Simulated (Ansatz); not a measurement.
Relaxation of CH4FSi (7 atoms, charge 1, multiplicity 1), to a largest force component of 0.02 eV/Å in at most 40 steps.

The calculation used Ansatz, RKS revPBE-D4/6-31G*.

```xyz
7
Properties=species:S:1:pos:R:3:forces:R:3
F -1.705 0.251 0.071 -0.70 0.38 0.48
C -0.584 -0.256 -0.539 -0.26 0.29 0.42
Si 0.861 0.261 0.601 -0.76 -0.49 -0.95
H -0.730 -1.343 -0.632 0.47 -0.45 -0.12
H -0.546 0.171 -1.552 0.53 0.01 -0.40
H 0.469 1.015 1.787 0.03 0.31 0.52
H 2.235 -0.098 0.263 0.70 -0.05 0.04
```

Question: Where does it end, and by what steps?

Answer: The run converged. Limits of this set-up: the dipole of an ion depends on the origin. After 7 steps the energy has fallen by 0.115 eV; F1 moved furthest, 0.14 Å.

```
step  energy less start (eV)  largest force component (eV/Å)  accepted
   0                  0.0000                           0.954       yes
   1                 -0.1033                           0.301       yes
   2                 -0.1114                           0.144       yes
   3                 -0.1051                           0.253        no
   4                 -0.1141                           0.156       yes
   5                 -0.1122                           0.357        no
   6                 -0.1151                           0.034       yes
   7                 -0.1153                           0.005       yes
```

```xyz
7
Properties=species:S:1:pos:R:3
F -1.828 0.223 0.014
C -0.644 -0.233 -0.513
Si 0.809 0.262 0.592
H -0.648 -1.343 -0.624
H -0.470 0.173 -1.537
H 0.577 1.043 1.838
H 2.204 -0.125 0.229
```

Whether the end is a true minimum wasn't checked by a vibrational analysis.

Time of the run: 9 s on 1 thread of Arm Neoverse V1, on a shared host, peak memory 0.11 GiB.
